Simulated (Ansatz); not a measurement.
hcp Sc, treated with r²SCAN in Ansatz (PAW).

Numerical settings: plane-wave cutoff 600 eV, 24×24×12 k mesh (along the axes of the cell as run), Fermi–Dirac smearing 0.023 eV (set by the program), scalar-relativistic PAW data made under PBE.

Cell (relaxed at this level):

```cif
data_Sc2
_chemical_formula_sum 'Sc2'
_space_group_name_H-M_alt 'P63/mmc'
_space_group_IT_number 194
_space_group_name_Hall '-P 6c 2c'
_cell_length_a 3.32917
_cell_length_b 3.32917
_cell_length_c 5.19157
_cell_angle_alpha 90.000
_cell_angle_beta 90.000
_cell_angle_gamma 120.000
loop_
_atom_site_label
_atom_site_type_symbol
_atom_site_symmetry_multiplicity
_atom_site_Wyckoff_symbol
_atom_site_fract_x
_atom_site_fract_y
_atom_site_fract_z
_atom_site_occupancy
Sc1 Sc 2 c 0.33333 0.66667 0.25000 1
```

Estimate the elastic constant C33, elastic constant C66, Voigt–Reuss–Hill shear modulus (Hill average), elastic constant C11, elastic constant C12, elastic constant C13 and elastic constant C44 that the calculation returns.


* **elastic constant C33**: 94.3 GPa
* **elastic constant C66**: 28.4 GPa
* **Voigt–Reuss–Hill shear modulus (Hill average)**: 27.6 GPa
* **elastic constant C11**: 99.6 GPa
* **elastic constant C12**: 42.9 GPa
* **elastic constant C13**: 29.3 GPa
* **elastic constant C44**: 23.6 GPa

Measured, for comparison: elastic constant C33 107 GPa, elastic constant C11 99 GPa, elastic constant C13 29 GPa, elastic constant C44 28 GPa (temperature not stated, no zero-point or thermal correction; as tabulated in Mehl and Papaconstantopoulos (1996), arXiv:mtrl-th/9602003). Computed (rounded) less measured: elastic constant C33 -12 %, elastic constant C11 +0.6 %, elastic constant C13 +1 %, elastic constant C44 -16 %.

Elastic constants are with the ions relaxed.

Static lattice: no zero-point or thermal effects.

Cost on a shared machine: roughly 70 core-minutes.

Ansatz is an electronic-structure program.
